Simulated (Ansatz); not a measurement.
`NC(O)(F)CO`. Charge 0, multiplicity 1.

```json
{"atom": "N1", "x (Å)": "0.589", "y (Å)": "-0.003", "z (Å)": "-1.381"}
{"atom": "C2", "x (Å)": "-0.298", "y (Å)": "0.398", "z (Å)": "-0.333"}
{"atom": "O3", "x (Å)": "0.177", "y (Å)": "1.540", "z (Å)": "0.266"}
{"atom": "F4", "x (Å)": "-1.520", "y (Å)": "0.645", "z (Å)": "-0.931"}
{"atom": "C5", "x (Å)": "-0.539", "y (Å)": "-0.619", "z (Å)": "0.775"}
{"atom": "O6", "x (Å)": "0.673", "y (Å)": "-0.984", "z (Å)": "1.383"}
{"atom": "H7", "x (Å)": "1.385", "y (Å)": "-0.482", "z (Å)": "-0.973"}
{"atom": "H8", "x (Å)": "0.119", "y (Å)": "-0.643", "z (Å)": "-2.008"}
{"atom": "H9", "x (Å)": "0.608", "y (Å)": "2.054", "z (Å)": "-0.427"}
{"atom": "H10", "x (Å)": "-0.973", "y (Å)": "-1.521", "z (Å)": "0.341"}
{"atom": "H11", "x (Å)": "-1.253", "y (Å)": "-0.194", "z (Å)": "1.490"}
{"atom": "H12", "x (Å)": "1.032", "y (Å)": "-0.192", "z (Å)": "1.797"}
```

Problem. What are the harmonic wavenumbers in cm⁻¹ at PBE0-D4/def2-TZVP (Ansatz, finite differences of forces, unscaled)? (An estimate is asked.)

Solution. The calculation gave: 134, 216, 279, 353, 388, 440, 484, 513, 573, 620, 844, 889, 960, 999, 1102, 1139, 1169, 1267, 1334, 1375, 1401, 1443, 1491, 1645, 3046, 3131, 3530, 3618, 3811, 3841.

Problem. Is this a minimum?

Solution. Yes, all 30 modes are real.

Problem. Give the ideal-gas thermochemistry at 298.15 K and 1 bar (rigid rotor, harmonic oscillator; point group C1, symmetry number 1).

Solution. Zero-point energy 251.4 kJ/mol; H(298) − E = 271.1 kJ/mol; entropy 328.6 J/(mol·K), of which translation 165.7, rotation 110.8, vibration 52.1; G(298) − E = 173.1 kJ/mol.

Problem. And at 400, 500, 600, 800 and 1000 K?

Solution. 
| T (K) | H − E (kJ/mol) | S (J/mol/K) | G − E (kJ/mol) |
| --- | --- | --- | --- |
| 400 | 283.4 | 364.0 | 137.8 |
| 500 | 297.8 | 396.1 | 99.7 |
| 600 | 314.1 | 425.8 | 58.6 |
| 800 | 350.9 | 478.6 | -31.9 |
| 1000 | 391.8 | 524.1 | -132.3 |

Problem. Rotational constants (cm⁻¹)?

Solution. 0.1704, 0.0941, 0.09249.
